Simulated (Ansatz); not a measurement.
# How far a parabola holds: energy against volume of rock-salt BaTe

System: rock-salt BaTe. Method: PBE (Ansatz, a quantum-chemistry and plane-wave program, PAW). Run with plane-wave cutoff 520 eV, 8×8×8 k mesh, Fermi–Dirac smearing 0.01 eV, scalar-relativistic PAW data made under PBE. The cell has no free parameter but its volume, all volumes share cutoff and mesh, and the runs aren't spin-polarised. Energies are free energies at the run's smearing, counted from the lowest row; static lattice.

| V (Å³/atom) | E (meV/atom) |
|---|---|
| 42.307 | 6.78 |
| 43.188 | 1.64 |
| 44.070 | 0.00 |
| 44.951 | 1.51 |
| 45.832 | 5.86 |
| 46.714 | ? |

Taking a parabola for E over the 5 complete rows: With u = V - 44.1, the rows have u = -1.7930, -0.9120, -0.0300, 0.8510, 1.7320. Least squares gives E = -0.009 - 0.0994·u + 2.0356·u². Residuals (row less fit): 0.067, -0.135, 0.004, 0.129, -0.065; standard error 0.148 (degrees of freedom: 2). The fitted curve has its minimum at V = 44.1, where E = -0.01. Its curvature is d²E/dV² = 2 × 2.0356 meV/Å⁶, so B = V0·d²E/dV² × 0.1602 = 28.8 GPa.

Question: Predict the withheld E at V = 46.714 from the fit, and compare with the calculation.

Answer: u = 2.6140, so E = -0.009 - 0.0994 × 2.6140 + 2.0356 × 2.6140² = 13.640 meV/atom. The calculation gives 12.74 meV/atom, 0.900 meV/atom below the prediction (7.1 % of the range of E in the table). The row lies outside the fitted rows, so this is an extrapolation. From the scatter of the fitted rows alone, a prediction at this place has a standard error of 0.350 meV/atom, so the miss is 2.6 times that.

The residuals are curvature that a parabola lacks, not noise. A solid that stiffens under compression and softens on expansion lies above the parabola at the compressed end and under it at the expanded end, as this row does. A third-order Birch-Murnaghan fit to the whole scan has B0 = 28.6 GPa. Only scans are tabulated whose curvature falls smoothly with volume, and where the parabola meets the shown rows within 5 % of their range and misses the end by 0.1 meV or more.

Spin–orbit coupling is not included.
